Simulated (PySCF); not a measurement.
Molecule: `C#C`, C$_{2}$H$_{2}$.

Atoms are numbered as in `[CH:1]#[CH:2]` (H(Xn): hydrogen on atom n).

Geometry PBE0-D3(BJ)/def2-SVP throughout; GIAO in PySCF 2.14.0 with density-fitted response routines, gas phase, one conformer, non-relativistic; equivalent atoms averaged; basis pcSseg-2.

Question: How do the shifts δ (against TMS at the same level) depend on the functional? (ppm; last column core-seconds on shared hosts with different chips, so compare them loosely; the GGAs took longer than the global hybrids here, which isn't the general rule, and the cause wasn't traced)

Answer: 
```
functional                    kind  C1/C2  H(C1)/H(C2)  core-s
        HF            Hartree–Fock   77.0         1.86     0.6
       LDA                     LDA   80.0         1.11     1.6
       PBE                     GGA   73.6         1.21       2
      BLYP                     GGA   70.8         1.26       2
      BP86                     GGA   73.1         1.24       2
      OPBE                     GGA   71.7         1.24       2
       KT2                     GGA   66.8         1.45       2
       KT3                     GGA   64.6         1.44       2
     B97-D                     GGA   69.1         1.29       2
     B3LYP           global hybrid   73.9         1.37     1.5
      PBE0           global hybrid   76.6         1.37     1.9
  mPW1PW91           global hybrid   76.3         1.37     1.5
      WP04           global hybrid   68.2         1.29     1.6
     B97-2           global hybrid   73.4         1.38     1.5
 BHandHLYP           global hybrid   76.3         1.56     1.5
 CAM-B3LYP  range-separated hybrid   77.9         1.48     1.9
   wB97X-D  range-separated hybrid   77.7         1.46     1.8
   LC-wPBE  range-separated hybrid   83.4         1.47     2.6
```

Question: Which nucleus moves most, in ppm?

Answer: C1/C2 (terminal alkyne carbon): from 64.6 ppm with KT3 to 83.4 ppm with LC-wPBE. The smallest spread is 0.75 ppm, at H(C1)/H(C2). Proton shifts span only some 12 ppm, so a few tenths of a ppm matter as much there as several ppm in carbon.
